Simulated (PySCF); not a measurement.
**Boron: a sound run and one with changed settings**

Sound run: B [He] 2s2 2p1, B⁺ [He] 2s2. Calculation: PySCF 2.14, in jorge-DZP-DKH; scalar relativity by spin-free X2C-1e. In the sound run the correlated levels freeze 1s2. The sound run starts from symmetry-adapted Hartree-Fock orbitals and uses a fine grid where one is needed.

Changed run: a valence shell is frozen. This setting is unsound on purpose.

Ionisation energy of B:

| method | sound run (eV) | changed run (eV) |
| --- | --- | --- |
| UHF | 8.028 | 8.028 |
| MP2 | 8.136 | 8.028 |
| SCS-MP2 | 8.099 | 8.028 |
| CCSD | 8.027 | 8.028 |
| CCSD(T) | 8.048 | 8.028 |
| CCSDT | n/a | 8.028 |
| FCI | n/a | 8.028 |

Freezing a valence shell removes pair correlation that changes on ionisation.

For comparison, NIST gives 8.298 eV between the lowest levels.
